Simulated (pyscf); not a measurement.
A first-order saddle from PySCF, ωB97X-D3(BJ)/def2-SVP:

```
Si
H 1 1.4803
H 1 1.4933 2 112.54
H 1 1.4933 2 112.49 3 117.90
H 1 1.7445 2 96.40 4 157.63
B 5 1.3059 1 91.24 2 -97.58
F 6 1.3582 5 108.02 1 118.64
F 6 1.3616 5 108.20 1 -111.67
H 6 1.3052 5 104.73 1 3.67
```

Surface: singlet, charge 0. Lowest wavenumbers (cm⁻¹): 438i, 108, 246, 328, 555.

**Question.** Name the species on either side of this saddle.

**Answer.** F–BH–F (SMILES FBF) + SiH₄ (SMILES [SiH4]) <-> F–BH–F (SMILES FBF) + SiH₄ (SMILES [SiH4]), a four-centre exchange read from left to right: B–H, H–Si broken and B–H, H–Si formed. At CCSD(T)/def2-TZVPP + ΔMP2(QZVPP) it lies +1.19 eV from the left side and +1.19 eV from the right (each side as separated species at their lowest minima found). At the saddle there is also a short B–Si contact that neither side keeps. This is the saddle that the search found; another between the same sides may lie lower. The CCSD(T) − MP2 part came from Ansatz, without density fitting, on the same reference.
